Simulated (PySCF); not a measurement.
Molecule: SMILES O=S(CC)(C)=O, C$_{3}$H$_{8}$O$_{2}$S.

Geometry:
```json
{"atom": "C1", "x (Å)": "-2.045", "y (Å)": "-0.154", "z (Å)": "0.071"}
{"atom": "C2", "x (Å)": "-0.613", "y (Å)": "-0.616", "z (Å)": "0.258"}
{"atom": "S3", "x (Å)": "0.495", "y (Å)": "0.697", "z (Å)": "-0.274"}
{"atom": "C4", "x (Å)": "2.131", "y (Å)": "0.028", "z (Å)": "-0.031"}
{"atom": "O5", "x (Å)": "0.305", "y (Å)": "0.884", "z (Å)": "-1.711"}
{"atom": "O6", "x (Å)": "0.332", "y (Å)": "1.820", "z (Å)": "0.648"}
{"atom": "H7", "x (Å)": "-2.238", "y (Å)": "0.076", "z (Å)": "-0.987"}
{"atom": "H8", "x (Å)": "-2.235", "y (Å)": "0.752", "z (Å)": "0.663"}
{"atom": "H9", "x (Å)": "-2.744", "y (Å)": "-0.939", "z (Å)": "0.393"}
{"atom": "H10", "x (Å)": "-0.373", "y (Å)": "-1.498", "z (Å)": "-0.356"}
{"atom": "H11", "x (Å)": "-0.371", "y (Å)": "-0.825", "z (Å)": "1.311"}
{"atom": "H12", "x (Å)": "2.288", "y (Å)": "-0.189", "z (Å)": "1.033"}
{"atom": "H13", "x (Å)": "2.261", "y (Å)": "-0.864", "z (Å)": "-0.657"}
{"atom": "H14", "x (Å)": "2.810", "y (Å)": "0.825", "z (Å)": "-0.361"}
```

Geometry PBE0-D3(BJ)/def2-SVP throughout; GIAO in PySCF 2.14, gas phase, one conformer, non-relativistic; equivalent atoms averaged; basis pcSseg-1.

(1) How do the shifts δ (against TMS, CS2, H2O at the same level) depend on the functional? (ppm; last column core-seconds on shared hosts with different chips, so compare them loosely)

(2) Which nucleus moves most, in ppm?

Answers

(1) 
| functional | kind | C2 | C4 | C1 | S3 | O5/O6 | H12/H13/H14 | H10/H11 | H7/H8/H9 | core-s |
| --- | --- | --- | --- | --- | --- | --- | --- | --- | --- | --- |
| HF | Hartree–Fock | 46.7 | 40.3 | 5.1 | 289.2 | 156.3 | 2.56 | 2.15 | 1.64 | 9.9 |
| LDA | LDA | 59.0 | 48.9 | 2.8 | 314.4 | 245.6 | 2.73 | 2.68 | 1.42 | 25 |
| PBE | GGA | 55.8 | 46.3 | 5.2 | 302.1 | 226.6 | 2.65 | 2.59 | 1.44 | 31 |
| BLYP | GGA | 57.1 | 47.1 | 5.8 | 313.7 | 226.7 | 2.64 | 2.59 | 1.47 | 31 |
| BP86 | GGA | 56.2 | 46.6 | 5.5 | 306.3 | 225.4 | 2.67 | 2.59 | 1.46 | 33 |
| OPBE | GGA | 52.1 | 43.2 | 6.3 | 280.6 | 211.3 | 2.63 | 2.57 | 1.43 | 33 |
| KT2 | GGA | 54.0 | 44.6 | 5.5 | 294.8 | 219.5 | 2.62 | 2.56 | 1.45 | 20 |
| KT3 | GGA | 52.5 | 43.2 | 6.8 | 286.2 | 209.0 | 2.58 | 2.54 | 1.46 | 20 |
| B97-D | GGA | 54.9 | 45.4 | 6.5 | 306.0 | 213.8 | 2.66 | 2.59 | 1.49 | 20 |
| B3LYP | global hybrid | 55.3 | 46.1 | 5.4 | 311.8 | 213.6 | 2.61 | 2.47 | 1.50 | 13 |
| PBE0 | global hybrid | 53.7 | 45.1 | 5.0 | 300.8 | 209.6 | 2.62 | 2.44 | 1.48 | 23 |
| mPW1PW91 | global hybrid | 53.8 | 45.2 | 5.2 | 301.8 | 208.3 | 2.62 | 2.44 | 1.49 | 14 |
| WP04 | global hybrid | 56.0 | 45.9 | 8.4 | 300.7 | 198.5 | 2.62 | 2.46 | 1.53 | 16 |
| B97-2 | global hybrid | 53.0 | 44.4 | 5.9 | 300.7 | 203.5 | 2.61 | 2.45 | 1.50 | 16 |
| BHandHLYP | global hybrid | 52.5 | 44.3 | 5.0 | 305.2 | 193.5 | 2.59 | 2.33 | 1.56 | 17 |
| CAM-B3LYP | range-separated hybrid | 54.9 | 46.5 | 4.5 | 310.7 | 210.2 | 2.60 | 2.40 | 1.51 | 21 |
| wB97X-D | range-separated hybrid | 54.0 | 46.0 | 5.3 | 303.7 | 204.9 | 2.61 | 2.38 | 1.50 | 20 |
| LC-wPBE | range-separated hybrid | 52.8 | 45.9 | 4.5 | 295.0 | 199.9 | 2.59 | 2.32 | 1.48 | 28 |

(2) O5/O6 (S=O oxygen): from 156.3 ppm with HF to 245.6 ppm with LDA. The smallest spread is 0.17 ppm, at H12/H13/H14. Proton shifts span only some 12 ppm, so a few tenths of a ppm matter as much there as several ppm in carbon.
